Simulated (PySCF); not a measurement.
**MOH across the third period**

Level: PBE0, basis family def2-TZVP, no relativity.

Each entry is the lowest minimum that a search over a few typed start shapes (and spin states, where more than one is plausible) found, or that minimum re-optimised at the stated level; isomers with ligand–ligand bonds, or fragments after loss of a ligand pair, can lie lower. Open shells are unrestricted; no spin–orbit coupling; PySCF with density fitting.

```csv
molecule,2S+1,point group,mean bond to the central atom (Å),dipole (D),highest ω (cm⁻¹),atomisation (kJ/mol),distinct angles (°)
HAlO,1,C∞v,1.581,4.72,1998,786,180
HSiO,2,Cs,1.526,3.30,1935,879,119
HPO,1,Cs,1.473,2.32,2124,857,104
HSO,2,Cs,1.435,2.34,2450,782,104
```

Left out of the table are members whose search was unfinished or whose lowest solution was spin-contaminated, unstable, very soft or bonded differently.
